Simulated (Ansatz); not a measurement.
Process, species as SMILES: [C]#C (C-CH) → [C-]#C (an electron is taken up)
B3LYP-D3(BJ)/def2-TZVP geometries, fixed; electronic energies without zero-point terms; positive where energy is released.
Largest species:
```
C
C 1 1.2000
H 1 1.0642 2 180.00
```
Charge 0, spin multiplicity 2.

How fast the adiabatic electron affinity converges with the basis for several methods (Ansatz, a quantum-chemistry and plane-wave program): deviation from each method's own reference, in eV. References: B2PLYP 3.034 eV, the value in aug-pcseg-3; HF 1.515 eV, the value in aug-pcseg-3; MP2 3.626 eV, Hartree-Fock in aug-cc-pVQZ plus the correlation part extrapolated as X^-3 from aug-cc-pVTZ and aug-cc-pVQZ; PBE 3.013 eV, the value in aug-pcseg-3; PBE0 2.915 eV, the value in aug-pcseg-3. Cartesian d functions, on some or all atoms, in 6-31G*; all else is spherical. In correlated methods cores are frozen. The T1 diagnostic of CCSD is high for at least one species. An unrestricted Hartree-Fock determinant is markedly spin-contaminated. Open shells are unrestricted. No added dispersion term, no relativity. 

```csv
basis,functions,B2PLYP,HF,MP2,PBE,PBE0
pcseg-0,20,-0.848,-0.502,-1.398,-0.648,-0.519
6-31G*,32,-1.088,-0.808,-1.456,-0.981,-0.863
6-311G**,42,-0.564,-0.364,-0.865,-0.502,-0.414
def2-SVPD,48,-0.249,-0.178,-0.514,-0.209,-0.174
"6-311++G(2d,2p)",64,-0.027,0.019,-0.239,0.006,0.014
def2-TZVP,68,-0.169,-0.097,-0.321,-0.174,-0.129
def2-TZVPD,83,-0.076,-0.054,-0.209,-0.077,-0.058
"6-311++G(3df,3pd)",96,-0.005,0.017,-0.148,0.002,0.009
aug-cc-pVTZ,115,0.006,0.009,-0.099,0.005,0.007
def2-QZVPP,144,-0.051,-0.032,-0.131,-0.068,-0.047
def2-QZVPPD,159,-0.020,-0.019,-0.097,-0.033,-0.023
aug-pcseg-3,219,0.000,0.000,-0.094,0.000,0.000
```

Mean absolute deviation over 6-311G**, 6-311++G(2d,2p), def2-TZVP, def2-TZVPD, 6-311++G(3df,3pd), aug-cc-pVTZ: HF 0.093, PBE0 0.105, PBE 0.128, B2PLYP 0.141, MP2 0.314 eV.
